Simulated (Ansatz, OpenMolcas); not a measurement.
## A ladder of methods for SiO2 (silicon dioxide molecule)

SiO2: 3 atoms, total charge 0, spin state singlet. As SMILES, `O=[Si]=O`. The shape is that of a GFN2-xTB optimisation.

```xyz
3

O     0.6912    1.2173    0.5137
Si   -0.0007    0.0004   -0.0002
O    -0.6905   -1.2177   -0.5136
```

Each level gives the energy change with the O1–Si2 bond stretched from 1.491 to 3.728 Å (eV). The values are calculated.

```csv
level,kind,program,value (eV),less FCI/STO-3G,CPU time (all runs)
MP2/STO-3G (restricted),perturbation theory,OpenMolcas,3.34,+0.51,3.4 s
"CASPT2(2,2)/STO-3G",multireference,OpenMolcas,2.18,-0.65,3 s
"MRCI(2,2)/STO-3G",multireference,OpenMolcas,2.56,-0.27,3.3 s
"SC-NEVPT2(2,2)/STO-3G",multireference,OpenMolcas,2.43,-0.40,3 s
ACPF/STO-3G (restricted),coupled cluster or CI,OpenMolcas,2.08,-0.75,3.6 s
BCCD(T)/STO-3G (restricted),coupled cluster or CI,Ansatz,2.94,+0.11,0.89 s
CCSDTQ/STO-3G (restricted),coupled cluster or CI,Ansatz,2.85,+0.02,53 s
CISD/STO-3G (restricted),coupled cluster or CI,OpenMolcas,2.75,-0.08,3.6 s
FCI/STO-3G,exact in the basis,OpenMolcas,2.83,0.00,72 s
```

FCI/STO-3G is exact within its basis and frozen core, so for wave-function methods in that basis the difference is their error. The first shape isn't each level's own minimum. The values span 2.08 to 3.34 eV. All rows use very small basis sets, so none should be taken for the real molecule's value. CPU times are rough (shared hosts, several kinds of processor and program).
